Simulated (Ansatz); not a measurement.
Coupled-cluster diagnostics for AlH2Et (C2H7Al), Ansatz.

Geometry of the singlet (r2SCAN-D4/def2-TZVP):

Cartesian coordinates in Å:
```
Al -0.3002 0.9468 1.3251
C -0.6578 -0.0900 -0.2987
C 0.6548 -0.6835 -0.8525
H -0.1527 0.2080 2.7264
H -0.0581 2.5171 1.2553
H -1.1300 0.5304 -1.0683
H -1.3591 -0.9055 -0.0865
H 0.4844 -1.2802 -1.7541
H 1.3745 0.0964 -1.1211
H 1.1443 -1.3395 -0.1256
```

Correlated methods freeze 7 core orbitals. Another isomer (singlet) lies 0.66 eV lower at PBE0-D4/def2-TZVP; other spin states weren't run for this one.

Task: Estimate the CCSD(T) correlation energy, the shares of MP2 and (T), T1 and the reference's ⟨S²⟩ for: charge 0, singlet, own geometry in def2-TZVPP; and the rough time on 2 threads of Arm Neoverse V1 on a shared host.

Result: 
```
                          state       basis  correlation (eV)  MP2 share (%)  (T) share (%)     T1  ⟨S²⟩ (pure)  wall time
charge 0, singlet, own geometry  def2-TZVPP           -13.701           88.1            3.3  0.009  0.00 (0.00)       44 s
```
Customary marks for T1 are 0.02 (closed shells), 0.045 (open shells) and about 0.05 (3d metals). T1 stays under 0.02 throughout.
